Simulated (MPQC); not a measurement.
# CH5Al (AlH2Me) at 5 levels

Wanted: a comparison of 5 runs (HF/STO-3G, HF/6-31G*, HF/def2-SVP, B3LYP/def2-SVP, PBE0/def2-SVP) of CH5Al (AlH2Me). 

The results are computed with MPQC 2.3.1.

## 1. The structure to begin with

CH5Al: 7 atoms, total charge 0, spin state singlet. As SMILES, `[H][Al]([H])[CH3]`. The shape comes from GFN2-xTB, which is rough for such elements, and wasn't checked as a minimum.

Bond lengths: Al1–C4 1.985 Å, Al1–H2 1.551 Å, Al1–H3 1.551 Å, C4–H5 1.097 Å, C4–H6 1.098 Å, C4–H7 1.098 Å. Angles: Al1–C4–H5 113.2°, Al1–C4–H6 112.2°, Al1–C4–H7 112.2°, H2–Al1–C4 123.8°, H3–Al1–C4 123.7°, H5–C4–H6 106.1°, H5–C4–H7 105.9°, H6–C4–H7 106.7°, H2–Al1–H3 112.5°.

## 2. Energy and forces at HF/STO-3G (run 1)

The input, run.in:

```
% emacs should use -*- KeyVal -*- mode
molecule<Molecule>: (
  symmetry = c1
  unit = bohr
  { atoms geometry } = {
    Al [ 1.00578783     1.74984860    -0.00536682 ]
    H  [ 3.92989335     1.94779741     0.07458749 ]
    H  [ -0.29683818     4.37586871    -0.06202081 ]
    C  [ -0.86322689    -1.50146300    -0.00519675 ]
    H  [ -1.09341443    -2.31272242    -1.89936373 ]
    H  [ -2.77646121    -1.30445905     0.77257673 ]
    H  [ 0.09427844    -2.95485136     1.12476499 ]
  }
)
basis<GaussianBasisSet>: (
  name = "STO-3G"
  molecule = $:molecule
  basisdir = "."
  puream = yes
)
mpqc: (
  checkpoint = no
  savestate = no
  restart = no
  do_energy = yes
  do_gradient = yes
  optimize = no
  mole<CLHF>: (
    molecule = $:molecule
    basis = $:basis
    total_charge = 0
    memory = 1000000000
    print_evals = yes
    print_npa = yes
    maxiter = 120
    value_accuracy = 1e-08
    guess_wavefunction<CLHF>: (
      molecule = $:molecule
      total_charge = 0
      memory = 1000000000
      value_accuracy = 1e-3
      basis<GaussianBasisSet>: (
        name = "MINI (Huzinaga)"
        molecule = $:molecule
      )
    )
  )
)
```

The basis set STO-3G is read from a file made from the Basis Set Exchange's data (not shown).

Started as:

```bash
$ mpqc run.in > run.out
```

Standard output:

```text
MPQC: Massively Parallel Quantum Chemistry
[...]
  LUMO is    13   A =   0.325581
  total scf energy = -279.3207341011
[...]
Value of the MolecularEnergy: -279.3207341011
  Gradient of the MolecularEnergy:
      1   -0.0059395302
      2   -0.0100727197
      3    0.0003319137
      4    0.0329929363
      5    0.0099824679
      6    0.0009963593
      7   -0.0080561681
      8    0.0335129710
      9   -0.0003338710
     10   -0.0090740922
     11   -0.0162319494
     12   -0.0023194222
[...]
      symmetry = c1
[...]
```

Run time: 0.26 s. Hardware: 1 thread of Arm Neoverse V1, shared host.

## 3. Energy and gradient at HF/6-31G(d) (spherical functions) (run 2)

The input, input.in:

```
% CH5Al
molecule<Molecule>: (
    symmetry = c1
    unit = bohr
    { atoms geometry } = {
        Al [ 1.00578783 1.74984860 -0.00536682 ]
        H  [ 3.92989335 1.94779741 0.07458749 ]
        H  [ -0.29683818 4.37586871 -0.06202081 ]
        C  [ -0.86322689 -1.50146300 -0.00519675 ]
        H  [ -1.09341443 -2.31272242 -1.89936373 ]
        H  [ -2.77646121 -1.30445905 0.77257673 ]
        H  [ 0.09427844 -2.95485136 1.12476499 ]
    }
)
basis<GaussianBasisSet>: (
    name = "6-31G*"
    molecule = $:molecule
    basisdir = "."
    puream = yes
)
mpqc: (
    checkpoint = no
    savestate = no
    restart = no
    do_energy = yes
    do_gradient = yes
    optimize = no
    mole<CLHF>: (
        molecule = $:molecule
        basis = $:basis
        total_charge = 0
        memory = 1000000000
        print_evals = yes
        print_npa = yes
        maxiter = 120
        value_accuracy = 1e-08
        guess_wavefunction<CLHF>: (
            molecule = $:molecule
            total_charge = 0
            memory = 1000000000
            value_accuracy = 1e-3
            basis<GaussianBasisSet>: (
                name = "3-21G"
                molecule = $:molecule
            )
        )
    )
)
```

The basis set 6-31G* is read from a file made from the Basis Set Exchange's data (not shown).

Started as:

```bash
$ mpqc input.in > input.out
```

Standard output:

```text
MPQC: Massively Parallel Quantum Chemistry
[...]
  LUMO is    13   A =   0.050403
  total scf energy = -282.6600717829
[...]
Value of the MolecularEnergy: -282.6600717829
  Gradient of the MolecularEnergy:
      1    0.0045269573
      2    0.0080117644
      3    0.0003435808
      4   -0.0119606913
      5    0.0040496918
      6   -0.0002104843
      7    0.0094631868
      8   -0.0083098858
      9    0.0004787299
     10    0.0041260694
     11    0.0059504207
     12   -0.0031944958
[...]
      symmetry = c1
[...]
```

Wall time 2.6 s (1 thread of Arm Neoverse V1, shared host).

Runs 3 to 4 aren't shown in full; the table further down has their settings and results.

## 4. Energy and gradient at PBE0/def2-SVP (run 5)

The input, input.in:

```
% emacs should use -*- KeyVal -*- mode
molecule<Molecule>: (
  symmetry = c1
  unit = angstrom
  { atoms geometry } = {
    Al [ 0.532240     0.925980    -0.002840 ]
    H  [ 2.079610     1.030730     0.039470 ]
    H  [ -0.157080     2.315610    -0.032820 ]
    C  [ -0.456800    -0.794540    -0.002750 ]
    H  [ -0.578610    -1.223840    -1.005100 ]
    H  [ -1.469240    -0.690290     0.408830 ]
    H  [ 0.049890    -1.563640     0.595200 ]
  }
)
basis<GaussianBasisSet>: (
  name = "def2-SVP"
  molecule = $:molecule
  basisdir = "."
  puream = yes
)
mpqc: (
  checkpoint = no
  savestate = no
  restart = no
  do_energy = yes
  do_gradient = yes
  optimize = no
  mole<CLKS>: (
    molecule = $:molecule
    basis = $:basis
    total_charge = 0
    memory = 1000000000
    print_evals = yes
    print_npa = yes
    maxiter = 120
    value_accuracy = 1e-08
    functional<SumDenFunctional>: (
      a0 = 0.25
      coefs = [ 0.75 1 ]
      funcs: [ <PBEXFunctional>: () <PBECFunctional>: () ]
    )
    integrator<RadialAngularIntegrator>: ( grid = xfine )
    guess_wavefunction<CLHF>: (
      molecule = $:molecule
      total_charge = 0
      memory = 1000000000
      value_accuracy = 1e-3
      basis<GaussianBasisSet>: (
        name = "3-21G"
        molecule = $:molecule
      )
    )
  )
)
```

The basis set def2-SVP is read from a file made from the Basis Set Exchange's data (not shown).

Started as:

```bash
$ mpqc input.in > input.out
```

Standard output:

```text
MPQC: Massively Parallel Quantum Chemistry
[...]
  Integrated electron density error = -0.000046237278
  iter     1 energy = -283.2012957035 delta = 1.36290e-01
  Integrated electron density error = 0.000030971878
  iter     2 energy = -283.2408808944 delta = 1.51222e-02
[...]
  Integrated electron density error = -0.000000059692
  iter     9 energy = -283.2428235512 delta = 3.28379e-07
  Integrated electron density error = -0.000000059692
  iter    10 energy = -283.2428235512 delta = 5.02750e-08
  Integrated electron density error = -0.000000059691
  iter    11 energy = -283.2428235512 delta = 1.26365e-08
[...]
  LUMO is    13   A =  -0.046741
  total scf energy = -283.2428235512
[...]
  Integrated electron density error = -0.000000064607
  Total Gradient:
[...]
Value of the MolecularEnergy: -283.2428235512
  Gradient of the MolecularEnergy:
      1    0.0073958496
      2    0.0130242378
      3    0.0003401747
      4   -0.0127439037
      5    0.0035408633
      6   -0.0002184099
      7    0.0094154863
      8   -0.0092434969
      9    0.0004939551
     10   -0.0030812099
     11   -0.0068107996
     12   -0.0034853406
[...]
        symmetry = c1
[...]
```

Run time: 32 s. Hardware: 1 thread of Arm Neoverse V1, shared host; peak memory 0.19 GiB.

## 5. Overview of the runs

| run | level | starting guess | integration grid | energy (Eh) | HOMO energy (eV) | LUMO energy (eV) | HOMO–LUMO gap (eV) | wall time |
| --- | --- | --- | --- | --- | --- | --- | --- | --- |
| 1 | HF/STO-3G | MINI (Huzinaga) | – | -279.320734 | -9.03 | 8.86 | 17.89 | 0.26 s |
| 2 | HF/6-31G* (spherical functions) | 3-21G | – | -282.660072 | -11.19 | 1.37 | 12.56 | 2.6 s |
| 3 | HF/def2-SVP | MINI (Huzinaga) | – | -282.574070 | -11.30 | 1.48 | 12.78 | 4.8 s |
| 4 | B3LYP/def2-SVP | STO-3G | xfine | -283.441833 | -7.94 | -1.49 | 6.45 | 29 s |
| 5 | PBE0/def2-SVP | 3-21G | xfine | -283.242824 | -8.16 | -1.27 | 6.89 | 32 s |

## 6. What came out

| quantity | value |
| --- | --- |
| run 5: total energy | -283.24282 Eh |
| run 5: HOMO energy | -8.16 eV |
| run 5: LUMO energy | -1.27 eV |
| run 5: HOMO–LUMO gap | 6.89 eV |
| run 5: largest force on an atom | 0.770 eV/Å |

**Reading.** The HOMO–LUMO gap runs from 6.45 eV (B3LYP/def2-SVP) to 17.89 eV (HF/STO-3G). The two ends differ in method and basis. Totals of different functionals can't be ranked against each other. In run 1 the basis is minimal, so the values are rough. All runs together took 69 s, the longest 32 s.
